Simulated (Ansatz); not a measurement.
C2H6Mg (`[CH3][Mg][CH3]`), relaxed with RKS PBE-D4/def2-SVP in the Gaussian-basis code of Ansatz from a rough embedded geometry. The force threshold is 0.03 eV/Å; the program also tests the step.

Total charge 0; spin multiplicity 1.

Start:

```xyz
9

C    -0.568   -1.172   -1.665
Mg   -0.007   -0.020    0.005
C     0.587    1.144    1.701
H    -0.525   -2.222   -1.456
H     0.086   -1.015   -2.559
H    -1.658   -0.945   -2.000
H     0.983    0.537    2.506
H     1.412    1.913    1.377
H    -0.311    1.780    2.092
```

(1) How much energy does the relaxation release, and in how many steps? (Estimate.)

(2) Which bonds change most? (An estimate is asked.)

(3) Give the relaxed structure. (An estimate is asked.)

Results:

(1) Computed: 4.34 kcal/mol, in 2 steps.

(2) Computed: C3–H8 from 1.174 to 1.112 Å; C3–H9 from 1.168 to 1.112 Å; C1–H6 from 1.163 to 1.112 Å; C1–H4 from 1.071 to 1.112 Å.

(3) The calculation gave: 
```xyz
9

C    -0.578   -1.164   -1.662
Mg    0.002   -0.013    0.009
C     0.578    1.163    1.663
H    -0.533   -2.255   -1.453
H     0.073   -0.979   -2.544
H    -1.620   -0.942   -1.982
H     0.968    0.545    2.501
H     1.380    1.887    1.398
H    -0.269    1.758    2.070
```
